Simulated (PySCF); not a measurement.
## Dipole moment and polarisability of `FC1=CCC1`

C₄H₅F.
Geometry (GFN2-xTB, Å), atoms numbered from 1 in this order:
```
atom  x, y, z in Å
F1     2.3744    0.2255    0.3715
C2     1.0545    0.2060    0.1536
C3     0.1447    1.1393   -0.0854
C4    -0.9642    0.1171   -0.1741
C5     0.1191   -0.9598    0.1078
H6     0.1550    2.2067   -0.1837
H7    -1.4385    0.0376   -1.1500
H8    -1.7290    0.2015    0.5949
H9     0.2920   -1.6672   -0.7008
H10    0.0009   -1.5022    1.0437
```

Level: wB97X-D/def2-SVPD (PySCF), static field, nuclei fixed, core orbitals frozen in the response. The polarisability tensor in these axes (au):

```
x   50.14 -2.31  2.53
y   -2.31 48.97 -1.58
z    2.53 -1.58 36.83
```

Question: What are the eigenvalues, a third of the trace, and Δα (Δα² = ½Σ(αi − αj)² over the three pairs)?

Answer: Principal values 36.26, 47.18 and 52.50 au; mean 45.31 au = 6.71 Å³ = 7.47 × 10⁻⁴⁰ C²·m²/J; Δα = 14.34 au (32 % of the mean).

Question: What is the dipole moment, and where does it point?

Answer: (-1.66, -0.27, -0.25) D, 1.70 D in size, pointing from the negative to the positive side. Measured along this direction, the outermost atoms are F1 at the negative end and H8 and H7 at the positive end.

Question: What molar refraction does this α imply?

Answer: Lorentz–Lorenz: R = (4π/3)N_A α = 2.5225 cm³/(mol·Å³) × 6.71 Å³ = 16.9 cm³/mol, in the limit of long wavelengths.

Question: Give the principal axes and the span of the nuclei along them.

Answer: Largest value along (0.78, -0.59, 0.19), where the nuclei span 3.15 Å; middle along (0.60, 0.80, 0.03), 3.02 Å; least along (-0.16, 0.09, 0.98), 1.78 Å. 

Question: Rayleigh depolarisation ratio (linearly polarised light, static tensor)?

Answer: ρ = 3Δα²/(45ᾱ² + 4Δα²) = 616.6/(92401 + 822.2) = 0.00661.

Question: How large is μ²/3kT at 500 K beside α?

Answer: In Gaussian units μ²/3kT = 14.02 Å³ against 6.71 Å³, a ratio of 2.09; the Debye molar polarisation (4π/3)N_A(α + μ²/3kT) is 52.3 cm³/mol, leaving out the vibrational part.

Isolated species at its GFN2-xTB geometry, gas phase.
